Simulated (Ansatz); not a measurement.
in.yaml

```yaml
crystal:
  periodic: [false, false, false]
  atoms:
    - {symbol: C, position_ang: [0.000000, 0.000000, 0.027600]}
    - {symbol: Ge, position_ang: [0.000000, 0.000000, -1.740100]}
    - {symbol: Si, position_ang: [0.000000, 0.000000, 1.712500]}
basis:
  gaussian: {orbitals: cc-pVTZ}
magnetization: {spin_polarized: false}
correlation: {method: ccsdt_q, electrons: outside_noble_gas}
```

```sh
$ ansatz run in.yaml --threads 2 --pin off --events-out ev --progress --plain --max-ram 24576MiB --backend cuda --devices 0, --max-vram 18GiB
```

Log:

```
1229 factors; integrals over basis functions are off by at most 1.5e-7 eV
mean field evaluation 1: about -65360.8013 eV, gradient 4.0e1 eV
mean field evaluation 2: about -65360.9433 eV, gradient 4.0e1 eV
mean field evaluation 4: about -65365.1444 eV, gradient 3.5e0 eV
mean field evaluation 8: about -65365.2094 eV, gradient 2.5e-1 eV
mean field evaluation 16: about -65365.2097 eV, gradient 7.8e-7 eV
mean field evaluation 32: about -65358.2674 eV, gradient 5.8e-2 eV
mean field -65365.20971318 eV, -2402.1271508289 hartree, gradient 7.8e-7 eV, S^2 0.000000; 0 other end points of the search recorded, 0 dependent functions left out
20 core orbitals not correlated: weight in the atoms' cores, before any rotation towards them, 0.999 or more for the frozen orbitals, at most 0.001 for the correlated occupied ones
reference -65365.20971318 eV, -2402.1271508289 hartree; 6, 6 occupied and 81, 81 virtual orbitals, 1229 factors
second order -9.04425939 eV of doubles, -0.00000000 eV of singles
cycle   1  -8.92939159 eV  change    1.1e-1 eV  update   1.5e-1
cycle   2  -9.59666873 eV  change   -6.7e-1 eV  update   1.1e-1
cycle   3  -10.17240653 eV  change   -5.8e-1 eV  update   3.8e-2
cycle   4  -10.15698248 eV  change    1.5e-2 eV  update   1.5e-2
cycle   5  -10.11397800 eV  change    4.3e-2 eV  update   6.5e-3
cycle   6  -10.12590642 eV  change   -1.2e-2 eV  update   2.7e-3
cycle   7  -10.13430943 eV  change   -8.4e-3 eV  update   1.2e-3
cycle   8  -10.13449478 eV  change   -1.9e-4 eV  update   4.8e-4
cycle   9  -10.13371436 eV  change    7.8e-4 eV  update   2.0e-4
cycle  10  -10.13402953 eV  change   -3.2e-4 eV  update   8.2e-5
cycle  11  -10.13384895 eV  change    1.8e-4 eV  update   4.3e-5
cycle  12  -10.13381324 eV  change    3.6e-5 eV  update   2.2e-5
cycle  13  -10.13379904 eV  change    1.4e-5 eV  update   1.0e-5
cycle  14  -10.13379436 eV  change    4.7e-6 eV  update   4.1e-6
cycle  15  -10.13378930 eV  change    5.1e-6 eV  update   1.6e-6
cycle  16  -10.13379154 eV  change   -2.2e-6 eV  update   6.9e-7
cycle  17  -10.13379233 eV  change   -7.9e-7 eV  update   3.5e-7
perturbative correction -0.08156655 eV, -0.0029975154 hartree
Total energy: -65375.42507206 eV, -2402.5025583433 hartree
```

Ran on 2 threads of AMD EPYC 7R13 with a shared H100 80 GB, shared host: 18 s wall, 0.8 GiB peak host memory.
